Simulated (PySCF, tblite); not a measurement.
# beryllium hydride and 4 × water

A gas-phase complex of beryllium hydride and 4 × water; neutral, singlet. The structure comes from a short search (6 tight-binding starts) and was relaxed by PBE0-D3(BJ)/def2-SVPD; another way of binding may lie lower. No frequency run checks that it is a minimum.

```
part               name  SMILES  atoms  charge  multiplicity
   1  beryllium hydride  [BeH2]    1–3       0             1
   2              water       O    4–6       0             1
   3              water       O    7–9       0             1
   4              water       O  10–12       0             1
   5              water       O  13–15       0             1
```

```
atom  part   x (Å)   y (Å)   z (Å)
 Be1     1  -0.273  -0.694   0.792
  H2     1  -1.309   0.269   0.845
  H3     1  -0.261  -1.594  -0.300
  O4     2   1.296   0.085   0.851
  H5     2   1.399   0.314  -0.116
  H6     2   2.000  -0.550   1.028
  O7     3  -0.288  -1.567   2.311
  H8     3  -0.082  -0.988   3.054
  H9     3  -1.269  -1.741   2.388
 O10     4   1.081  -0.002  -1.728
 H11     4   0.469  -0.706  -1.384
 H12     4   0.526   0.613  -2.215
 O13     5  -2.850  -1.306   2.071
 H14     5  -3.368  -1.855   1.475
 H15     5  -2.455  -0.590   1.507
```

```json
{"contact": "Be1···O7", "kind (by geometry)": "bond", "distance (Å)": "1.752", "angle (°)": "-"}
{"contact": "Be1···O4", "kind (by geometry)": "bond", "distance (Å)": "1.753", "angle (°)": "-"}
{"contact": "H9···O13", "kind (by geometry)": "hydrogen bond", "distance (Å)": "1.670", "angle (°)": "150"}
{"contact": "H5···O10", "kind (by geometry)": "hydrogen bond", "distance (Å)": "1.673", "angle (°)": "150"}
```

The parts are joined by the bonds Be1–O7 and Be1–O4, so these are energies of forming such bonds; deforming the relaxed parts to their shape in the adduct costs 25.0 kcal/mol, which the interaction energies leave out.

Interaction energies are complex less parts, with the parts frozen as they stand in it; counterpoise-corrected, in kcal/mol (PySCF).

Q: How strongly do the parts interact, level by level?

A: 
```tsv
level	interaction	superposition error removed
wB97M-D3(BJ)/def2-SVPD	-78.33	-3.64
PBE0-D3(BJ)/def2-SVPD	-82.36	-3.88
```

Q: What holds them together? Decompose the wB97M-D3(BJ)/def2-SVPD energy: frozen parts, their antisymmetrised product, then relaxation.

A: electrostatic -150.7, Pauli repulsion +171.8, orbital relaxation -96.5, dispersion correction -6.5 kcal/mol, which sum to the value before the counterpoise correction; the Pauli term holds the exchange-correlation of the frozen density too. Of the attraction, 59 % is electrostatic, 38 % is orbital relaxation, 3 % is dispersion correction.

The parts were also relaxed and run alone, at the levels used for the complex: shieldings by PBE0/pcSseg-1; core levels by delta-SCF with SCAN, pcX-2 on the ionised atom and pcseg-1 elsewhere, spin-free X2C.

Values alone: shielding of Be1 (ppm): 79.8; shielding of O7 (ppm): 335.3; shielding of O4 (ppm): 335.3; Be1 1s core level (eV): 121.80; O7 1s core level (eV): 539.76; O13 1s core level (eV): 539.76.

Q: How do these values change when the complex forms?

A: 
```
              property   alone  in the complex  change
shielding of Be1 (ppm)    79.8           104.1   +24.3
 shielding of O7 (ppm)   335.3           293.8   -41.5
 shielding of O4 (ppm)   335.3           293.9   -41.4
Be1 1s core level (eV)  121.80          118.52   -3.27
 O7 1s core level (eV)  539.76          540.31   +0.55
O13 1s core level (eV)  539.76          539.14   -0.62
```
